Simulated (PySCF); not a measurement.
formamide cation (CH3NO), SMILES NC=O (connectivity only; charge and spin as stated), charge +1, multiplicity 2. Coordinates come from a TPSSh-D3(BJ)/def2-TZVP optimisation. The multiplicity is an assumed one; other spin states were not compared. One conformer was computed; it need not be the lowest.

Calculation: TPSSh-D3(BJ)/def2-TZVP (PySCF 2.14.0).

Harmonic wavenumbers (cm⁻¹): 487, 619, 718, 974, 1079, 1184, 1344, 1614, 1677, 2994, 3488, 3600. Rotational constants (GHz): 74.90, 11.32, 9.831; symmetry number 1.

Problem. Work out the zero-point energy and the ideal-gas rigid-rotor harmonic-oscillator thermochemistry at 298.15 K and 1 atm.

Solution. ZPE = ½ Σ hcν = ½ × 19778 cm⁻¹ = 118.30 kJ/mol. H − E(el) = 129.76 kJ/mol. Entropy in J/(mol K): translation 156.23, rotation 88.63, vibration 6.89, spin 5.76, total 257.52. G − E(el) = 52.99 kJ/mol. Cp = 50.85 J/(mol K).
